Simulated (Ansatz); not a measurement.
in.yaml

```yaml
crystal:
  periodic: [false, false, false]
  atoms:
    - {symbol: Al, position_ang: [0.001441, 0.073097, -0.089631]}
    - {symbol: H, position_ang: [0.001441, -1.373725, -0.747980]}
    - {symbol: H, position_ang: [0.379204, -0.271920, 1.484308]}
    - {symbol: H, position_ang: [-0.419209, -0.311089, 1.662993]}
basis:
  gaussian: {orbitals: cc-pVDZ}
magnetization: {spin_polarized: false, initial_magnetization: 2}
correlation: {method: ccsdt_q, electrons: outside_noble_gas}
```

```sh
$ ansatz run in.yaml --threads 1 --pin off --events-out ev --progress --plain --max-ram 2393MiB
```

The program prints:

```
610 factors; integrals over basis functions are off by at most 2.0e-7 eV
mean field evaluation 1: about -6625.9132 eV, gradient 8.8e0 eV
mean field evaluation 2: about -6625.9159 eV, gradient 8.8e0 eV
mean field evaluation 4: about -6626.8401 eV, gradient 6.7e-1 eV
mean field evaluation 8: about -6626.8507 eV, gradient 2.0e-3 eV
mean field evaluation 16: about -6623.4336 eV, gradient 1.9e0 eV
mean field evaluation 32: about -6623.5054 eV, gradient 3.7e-1 eV
mean field -6626.85069395 eV, -243.5322711618 hartree, gradient 3.8e-6 eV, S^2 2.000000; 1 other end points of the search recorded, 0 dependent functions left out
determinant -6626.85069395 eV, -243.5322711618 hartree, with singles and doubles -6629.36289514 eV, -243.6245928530 hartree
determinant -6623.51030800 eV, -243.4095142425 hartree, with singles and doubles -6625.99436222 eV, -243.5008015513 hartree
5 core orbitals not correlated: weight in the atoms' cores, before any rotation towards them, 1.000 or more for the frozen orbitals, at most 0.000 for the correlated occupied ones
reference -6626.85069395 eV, -243.5322711618 hartree; 4, 2 occupied and 24, 26 virtual orbitals, 610 factors
second order -1.89610317 eV of doubles, -0.01785495 eV of singles
cycle   1  -2.33433574 eV  change   -4.2e-1 eV  update   5.5e-2
cycle   2  -2.55243892 eV  change   -2.2e-1 eV  update   2.5e-2
cycle   3  -2.56759104 eV  change   -1.5e-2 eV  update   9.4e-3
cycle   4  -2.57144699 eV  change   -3.9e-3 eV  update   4.2e-3
cycle   5  -2.57024223 eV  change    1.2e-3 eV  update   1.8e-3
cycle   6  -2.57039772 eV  change   -1.6e-4 eV  update   6.4e-4
cycle   7  -2.57082579 eV  change   -4.3e-4 eV  update   2.5e-4
cycle   8  -2.57084395 eV  change   -1.8e-5 eV  update   1.0e-4
cycle   9  -2.57078558 eV  change    5.8e-5 eV  update   4.2e-5
cycle  10  -2.57080002 eV  change   -1.4e-5 eV  update   1.5e-5
cycle  11  -2.57080479 eV  change   -4.8e-6 eV  update   5.4e-6
cycle  12  -2.57080558 eV  change   -7.9e-7 eV  update   1.9e-6
cycle  13  -2.57080457 eV  change    1.0e-6 eV  update   8.4e-7
cycle  14  -2.57080383 eV  change    7.4e-7 eV  update   3.5e-7
perturbative correction -0.00075245 eV, -0.0000276521 hartree
Total energy: -6629.42225023 eV, -243.6267741121 hartree
```

For the same geometry and basis full CI lies 0.2 meV lower.

Ran on 1 thread of Arm Neoverse V2, shared host: 2.4 s wall, 0.11 GiB peak host memory.
